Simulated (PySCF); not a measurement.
# UMP2/6-31G(d,p) (Cartesian functions) run of AlH3NS (SMILES [NH2][Al][SH])

We compute a geometry optimisation of AlH3NS. The job is set up through a Python script.

The results are computed with PySCF 2.14.0.

## (1) The molecule

The species is AlH3NS (6 atoms), typed as a doublet with charge 0. As SMILES, `[NH2][Al][SH]`. Geometry: relaxed at PBE0-D4/def2-TZVP. The run starts from this shape.

Bond lengths: N1–Al2 1.770 Å, Al2–S3 2.208 Å, N1–H4 1.009 Å, N1–H5 1.007 Å, S3–H6 1.343 Å. Angles: N1–Al2–S3 115.8°, Al2–N1–H4 125.1°, Al2–N1–H5 124.5°, Al2–S3–H6 93.4°, H4–N1–H5 110.4°.

## (2) A structure relaxation at UMP2/6-31G(d,p) (Cartesian functions)

The input, job.py:

```python
from pyscf import gto, scf, mp
from pyscf.geomopt.geometric_solver import kernel as optimise

mol = gto.M(
    atom='''
N     -0.909500     0.196700    -0.977100
Al     0.142900    -0.793800     0.045400
S      1.372100     0.308200     1.511800
H     -0.980700     1.201900    -0.933300
H     -1.523300    -0.168400    -1.686700
H      1.940700    -0.808600     1.993700
''',
    cart=True,
    spin=1,
    basis='6-31g**',
    verbose=3,
    charge=0,
    max_memory=1860,
)

calc0 = scf.UHF(mol)
calc0.max_cycle = 100
calc0.kernel()
if not calc0.converged:
    calc0 = calc0.newton().run(calc0.mo_coeff, calc0.mo_occ)
pt = mp.MP2(calc0).run()
converged, mol_eq = optimise(pt, maxsteps=100, convergence_set='NWCHEM_LOOSE', coordsys='cart')
print('converged:', converged)
print(mol_eq.tostring())

calc0.reset(mol_eq)
mol = mol_eq
calc0.kernel()
if not calc0.converged:
    calc0 = calc0.newton().run(calc0.mo_coeff, calc0.mo_occ)
pt = mp.MP2(calc0).run()
e_tot = pt.e_tot
print(f'total energy: {e_tot:.8f} hartree')
calc0.analyze()
```

On the command line:

```console
$ OMP_NUM_THREADS=1 python job.py
```

**Question.** What will come out? Wanted: total energy at the end; dipole moment; HOMO energy; LUMO energy; correlation energy; ⟨S²⟩.

Answer, from the run:

At UMP2/6-31G** (Cartesian functions):

| quantity | value |
| --- | --- |
| total energy at the end | -696.03815 Eh |
| dipole moment (Hartree–Fock density) | 2.23 D |
| HOMO energy (Hartree–Fock orbitals) (highest over α and β) | -8.41 eV |
| LUMO energy (Hartree–Fock orbitals) (lowest over α and β) | 0.85 eV |
| correlation energy | -367.1 mEh |
| ⟨S²⟩ | 0.754 |

At the final geometry: Bond lengths: N1–Al2 1.783 Å, Al2–S3 2.200 Å, N1–H4 1.009 Å, N1–H5 1.007 Å, S3–H6 1.331 Å. Angles: N1–Al2–S3 116.1°, Al2–N1–H4 125.0°, Al2–N1–H5 124.5°, Al2–S3–H6 94.2°, H4–N1–H5 110.5°. The optimisation took 8 steps and changed the energy by -0.005 eV.
